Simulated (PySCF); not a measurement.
Li₂. Atoms are numbered in the order given.

```xyz
2

Li     0.0000     0.0000    -1.3606
Li     0.0000     0.0000     1.3606
```

Geometry: B3LYP-D3(BJ)/def2-TZVPD.

All values below come from TDA-PBE0/def2-TZVPD run with PySCF 2.14.0.

Vertical excitations; the highest root listed may be one member of a degenerate set.  State labels are in the subgroup D2h.

Computed UV-visible absorptions:
```tsv
state	symmetry	energy (eV)	λ (nm)	f	main pairs
S1	B1u	2.17	572	0.673	HOMO→LUMO 98 %
S2	B3u	2.77	448	0.692	HOMO→LUMO+2 (degenerate set)
S3	B2u	2.77	448	0.692	HOMO→LUMO+1 (degenerate set)
S4	Ag	2.87	432	0.000	HOMO→LUMO+3 96 %
S5	B2g	3.29	376	0.000	HOMO→LUMO+4 (degenerate set)
S6	B3g	3.29	376	0.000	HOMO→LUMO+5 (degenerate set)
S7	B1u	4.05	306	0.034	HOMO→LUMO+6 99 %
S8	Ag	4.56	272	0.000	HOMO→LUMO+7 92 %
S9	B3u	4.58	270	0.050	HOMO→LUMO+9 (degenerate set)
S10	B2u	4.58	270	0.050	HOMO→LUMO+8 (degenerate set)
T1	B1u	0.95	1309	0	HOMO→LUMO 98 %
T2	B2u	1.29	961	0	HOMO→LUMO+1 (degenerate set)
T3	B3u	1.29	961	0	HOMO→LUMO+2 (degenerate set)
T4	Ag	1.93	644	0	HOMO→LUMO+3 95 %
```
Triplets are in the Tamm–Dancoff approximation.
